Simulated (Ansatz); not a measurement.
K2ZnTe2 (Ibam, No. 72; cell taken from a computed entry): band gap by level of theory

No measured value is used here.

Q: Put these levels in order of the band gap that they give for K2ZnTe2 (Ibam, No. 72; cell taken from a computed entry), smallest first: HSE06 (Ansatz, a quantum-chemistry and plane-wave program), LDA (Ansatz), PBE0 (Ansatz).

A: LDA (1.95 eV), HSE06 (2.91 eV), PBE0 (3.57 eV)

Computed values are for a static lattice. Spin–orbit coupling is included only where a level's name says +SOC; with heavier elements it mostly lowers gaps and can invert bands.  Values are at the PBEsol cell. Cutoffs and k meshes differ between the levels. Ansatz's density-functional and Hartree–Fock values are scalar-relativistic unless marked +SOC, with PAW data made under PBE.
